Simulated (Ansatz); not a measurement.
**Counterpoise correction, worked out**

The pair of NH4⁺ (SMILES [NH4+], atoms 1–5) and CH3F (SMILES CF, atoms 6–10), both closed shells, in one local arrangement (a lower one may exist), relaxed at PBE0-D4/def2-TZVP:

```tsv
atom	x (Å)	y (Å)	z (Å)
N1	0.0363	0.0056	-1.9444
H2	0.0145	0.0271	-0.9009
H3	-0.5770	-0.7315	-2.2945
H4	0.9888	-0.1646	-2.2699
H5	-0.2840	0.9067	-2.3029
C6	-0.0329	-0.0401	2.0261
F7	-0.0733	0.4198	0.6838
H8	-0.1227	0.8381	2.6608
H9	0.9210	-0.5417	2.1750
H10	-0.8709	-0.7194	2.1671
```

Ansatz 0.2.0; basis: def2-TZVPPD; cores frozen in the correlated methods.

CCSD(T) total energies in eV:

| system | geometry | basis functions | energy |
| --- | --- | --- | --- |
| pair | pair | all | -5344.60027 |
| NH4⁺ | as in the pair | all (partner as ghosts) | -1546.06375 |
| CH3F | as in the pair | all (partner as ghosts) | -3797.84466 |
| NH4⁺ | as in the pair | its own | -1546.05858 |
| CH3F | as in the pair | its own | -3797.82511 |
| NH4⁺ | free (PBE0-D4 minimum) | its own | -1546.06873 |
| CH3F | free (PBE0-D4 minimum) | its own | -3797.83987 |

(1) Work out the interaction energy with and without the counterpoise correction, the superposition error, and the binding energy from the relaxed fragments.

No T1 diagnostic of these runs exceeds 0.011.

Answers

(1) Without correction: -5344.60027 − (-1546.05858) − (-3797.82511) = -0.71658 eV.
With correction (each fragment in the whole basis): -5344.60027 − (-1546.06375) − (-3797.84466) = -0.69186 eV = -15.95 kcal/mol.
The superposition error is the difference, 0.02472 eV, 3 % of the uncorrected value: each fragment borrows its partner's functions.
Deformation from the free shapes: 0.01015 eV for NH4⁺ and 0.01476 eV for CH3F.
Binding energy from relaxed fragments: -0.69186 + 0.01015 + 0.01476 = -0.66695 eV = -15.38 kcal/mol (electronic, without zero-point energy; negative means bound). For comparison, the corrected interaction energy by CCSD(T) at an estimated basis limit (MP2 extrapolated from triple and quadruple zeta, plus CCSD(T) − MP2 in triple zeta) is -0.719 eV; triple zeta with the correction binds less.

For scale, one of the runs: CCSD(T)/def2-TZVPPD, 233 basis functions, launched by `ansatz run in.yaml --threads 4 --pin off --events-out ev --progress --plain --max-ram 9574MiB`. Hardware: 4 CPU threads of an Arm Neoverse V2, shared host. Wall time 61 s; peak host memory 4.3 GiB.
